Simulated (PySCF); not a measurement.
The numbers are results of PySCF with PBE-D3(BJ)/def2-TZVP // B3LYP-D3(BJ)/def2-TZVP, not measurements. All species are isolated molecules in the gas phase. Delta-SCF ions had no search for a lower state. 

Reference species (SMILES): `C#N` (neutral, multiplicity 1).

* **LUMO**: -0.86 eV
* **HOMO**: -9.04 eV
* **vertical ionisation energy (Delta-SCF)**: 13.81 eV
* **S1 oscillator strength**: 0.000

After one change: the LUMO increases by 0.25 eV; the HOMO rises by 1.94 eV; the vertical ionisation energy (Delta-SCF) falls by 2.90 eV; the S1 oscillator strength goes up by 0.011.

**Question.** What was changed between the two runs? The new species is one of these.
(A) `N#CO`
(B) `COC#N`
(C) `CC#N`
(D) `N#CO[SiH3]`

**Answer.** B, `COC#N`
